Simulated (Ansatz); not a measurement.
# C4H5: the cost of one run

Program: Ansatz 0.2.0. Level of theory: UKS r2SCANh/STO-3G. These are calculated values, not measurements.

### Step 1. Starting point

Bond lengths: C1–C2 1.260 Å, C2–C3 1.369 Å, C3–C4 1.358 Å, C1–H5 1.087 Å, C1–H6 1.087 Å, C3–H7 1.086 Å, C4–H8 1.081 Å, C4–H9 1.081 Å. Angles: C1–C2–C3 178.8°, C2–C1–H5 124.3°, C2–C1–H6 124.3°, H5–C1–H6 111.3°, C2–C3–C4 121.9°, C2–C3–H7 117.2°, C4–C3–H7 120.9°, C3–C4–H8 122.0°, C3–C4–H9 120.8°, H8–C4–H9 117.2°.

Coordinates:

```xyz
9

C    -0.4200    0.8030   -1.6335
C     0.0282    0.1386   -0.6616
C     0.5347   -0.5951    0.3772
C     0.0625   -0.4661    1.6438
H    -0.0231    1.7622   -1.9552
H    -1.2520    0.4896   -2.2590
H     1.3331   -1.2950    0.1478
H    -0.7369    0.2192    1.8899
H     0.4735   -1.0563    2.4507
```

### Step 2. Relaxing the start

input.yaml reads:

```yaml
crystal:
  periodic: [false, false, false]
  atoms:
    - { symbol: C, position_ang: [-0.42002, 0.803, -1.63354] }
    - { symbol: C, position_ang: [0.02818, 0.13861, -0.66164] }
    - { symbol: C, position_ang: [0.53474, -0.59511, 0.37717] }
    - { symbol: C, position_ang: [0.06255, -0.46605, 1.64378] }
    - { symbol: H, position_ang: [-0.02307, 1.76215, -1.95517] }
    - { symbol: H, position_ang: [-1.252, 0.4896, -2.25896] }
    - { symbol: H, position_ang: [1.33306, -1.29502, 0.14777] }
    - { symbol: H, position_ang: [-0.73692, 0.21916, 1.88992] }
    - { symbol: H, position_ang: [0.47349, -1.05634, 2.45066] }
total_charge: 1
magnetization:
  spin_polarized: true
basis:
  gaussian: { orbitals: STO-3G }
hamiltonian:
  xc: r2scanh
relax:
  f_tol: 0.02
  max_steps: 40
```

Run with:

```bash
$ ansatz run input.yaml --threads 1 --pin off --max-ram 2048MiB --backend cpu --events-out ev --progress --plain --runs-dir out
```

**Question.** How long does this run take on 1 thread of Arm Neoverse V1, shared host, and how much memory does it need?

About 32 s, with a peak of 0.14 GiB.
